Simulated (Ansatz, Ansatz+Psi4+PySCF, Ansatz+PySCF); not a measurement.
```xyz
3

Si    0.0000    0.0000    0.0778
H     0.0000    1.2289   -0.6555
H     0.0000   -1.2289   -0.6555
```

Basis set: cc-pVTZ on H; cc-pV(T+d)Z on Si (spherical functions). Frozen core: 5 orbitals. Charge 0, multiplicity 3.

Computed with Ansatz (development build ahead of 0.2.0); each method stands on the lowest determinant of its kind that the runs found.

The atomization energy at this shape (free ground-state atoms in the same class of orbitals less the molecule, no zero-point energy) of triplet SiH₂:

| method | atomization energy |
| --- | --- |
| UHF-MP2 | 126.42 kcal/mol |

Q: What does UHF-CCSD(T) give?

A: 128.85 kcal/mol. Caution: another spin multiplicity may lie lower.
